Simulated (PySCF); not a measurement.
## Oxygen: a sound run and one with changed settings

Sound run: O [He] 2s2 2p4, O⁺ [He] 2s2 2p3. Calculation: PySCF 2.14, in cc-pVTZ-DK; the spin-free X2C one-electron Hamiltonian (Gaussian nucleus). The sound run starts from symmetry-adapted Hartree-Fock orbitals and uses a fine grid where one is needed.

Changed run: 14 angular points. This setting is unsound on purpose.

```csv
species,method,sound run (hartree),changed run (hartree),converged
O,UHF,-74.86387,-74.86387,yes
O,r2SCAN,-75.10744,-75.10853,yes
O,MN15,-75.08545,-75.08291,yes
O⁺,UHF,-74.42286,-74.42286,yes
O⁺,r2SCAN,-74.60531,-74.60531,yes
O⁺,MN15,-74.57577,-74.57577,yes
```

Ionisation energy of O:

```csv
method,sound run (eV),changed run (eV)
UHF,12.001,12.001
r2SCAN,13.664,13.693
MN15,13.869,13.800
```

A coarse angular grid integrates products of high-l functions wrongly, so density functionals can shift, and the SCF can exploit the error; Hartree-Fock and MP2 need no grid.

For comparison, NIST gives 13.618 eV between the lowest levels.
